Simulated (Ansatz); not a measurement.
# AlCF (quintet): wave-function methods side by side, def2-TZVPP

An exercise on one series of results from a longer session: the logs are not shown, and one member is left open.

Program: Ansatz 0.2.0, Gaussian basis. Level of theory: def2-TZVPP, core rule «outside noble gas», up to 7 orbitals frozen. These are calculated values, not measurements.

Plan: UHF; ROHF; CCSD(T) on UHF.

2 further runs of the same task are left out: 2 set aside as unsound or not needed.

### What is computed

The geometry is a PBE0/def2-TZVP stationary point (not a proven minimum) of the parent state, kept for this charge and spin.

3 atoms, charge 0, spin multiplicity 5.

Atoms are counted from 1 here; the program's logs count them from 0.

Bond lengths: C1–Al2 1.940 Å, Al2–F3 1.645 Å. Angles: C1–Al2–F3 180.0°.

Coordinates:

```xyz
3

C     0.00000    0.00000    1.84177
Al    0.00000    0.00000   -0.09843
F     0.00000    0.00000   -1.74333
```

The first run:

in.yaml

```yaml
crystal:
  periodic: [false, false, false]
  atoms:
    - {symbol: C, position_ang: [0.000000, 0.000000, 1.841767]}
    - {symbol: Al, position_ang: [0.000000, 0.000000, -0.098433]}
    - {symbol: F, position_ang: [0.000000, 0.000000, -1.743333]}
basis:
  gaussian: {orbitals: def2-TZVPP}
magnetization: {spin_polarized: true, initial_magnetization: 4}
hamiltonian: {xc: hf}
output: {orbitals: {seedname: orbitals}}
```

On the command line:

```
ansatz run in.yaml --threads 1 --pin off --events-out ev --progress --plain --max-ram 4096MiB --backend cpu
```

Steps of the session up to this table: UHF; ROHF; CCSD(T) on UHF.

One table of the session follows, with a row left open; its other results are not shown here.

```
  method  from UCCSD(T) (kcal/mol)
    ROHF                         ?
     UHF                   +258.75
    UMP2                    +19.40
   UCCSD                     +8.65
UCCSD(T)                         0
```

**Question.** Estimate the row for ROHF.

**Answer.** from UCCSD(T) (kcal/mol): +260.50. In the column «from UCCSD(T) (kcal/mol)» it is the highest.
